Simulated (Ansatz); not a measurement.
One stationary structure of Al. These are r2SCAN (plane waves to 500 eV, PAW, scalar-relativistic; Ansatz, a quantum-chemistry and plane-wave program) values and carry that method's errors.

```
CELL_PARAMETERS angstrom
      0.00000     1.99634     1.99634
      1.99634     0.00000     1.99634
      1.99634     1.99634     0.00000
ATOMIC_POSITIONS crystal
  Al 0.00000 0.00000 0.00000
```

Q: Find the space group and the Wyckoff positions (tolerance 0.01 Å).

A: Space group Fm-3m (No. 225); a = b = c = 3.993 Å, α = β = γ = 90.00°

```json
[
 {"atom": "Al", "site": "4a", "symmetry": "m-3m", "x": "0.0000", "y": "0.0000", "z": "0.0000"}
]
```

This is the fcc (Cu type).

Q: Give the shortest distances between elements (the closest pairs, up to four, under 3.6 Å).

A: Al–Al 2.82 Å.

```yaml
volume_per_atom: 15.91 Å³
band_gap: zero (metallic)
```

No spin polarisation in the result.

Measured for Al: a 4.018 Å (static lattice; corrected from measurement; as listed in Daniel Mejia-Rodriguez, S. B. Trickey, Phys. Rev. B (2018)). Computed minus measured — a: r2SCAN -0.6 %. The computed values are for a static lattice.

It was reached from a disturbed copy of a P6/mmm (No. 191) cell, against which it lies -0.14 eV/atom.
